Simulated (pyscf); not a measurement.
Elementary routes open to SnH₄ + H₂S in the gas phase (singlet surface):
A. SnH₂ [singlet] + H₂S + H₂ (H–Sn, H–Sn, H–S broken; H–S, H–H formed)
B. HS–SnH₃ + H₂ (H–Sn, H–S broken; S–Sn, H–H formed)

Single points on ωB97X-D3(BJ)/def2-SVP structures (PySCF, gas phase).

Question: Rank the routes by free-energy barrier at 600 K, lowest first, for ωB97M-D3(BJ)/def2-TZVP energies (ideal gas, 1 atm, RRHO with modes under 100 cm⁻¹ raised to 100, one conformer, R ln 2 for chiral ones without a mode under 150 cm⁻¹).

Answer: B (248.6 kJ/mol), A (288.9 kJ/mol)

Route B is the fastest of these, ahead of the next by 40.3 kJ/mol. The most stable products are those of B (ΔG = -35.4 kJ/mol), so kinetics and thermodynamics agree. At 1200 K B is still the fastest. A: On the product side the descent ends in a bound adduct (not fully relaxed), 34.2 kJ/mol under the separated species and 151.1 kJ/mol under the saddle at ωB97X-D3(BJ)/def2-TZVP. Only these routes are compared; each barrier is that of the saddle found, and lower ones may exist. Elements past Kr carry the def2 core potentials, without spin-orbit coupling.
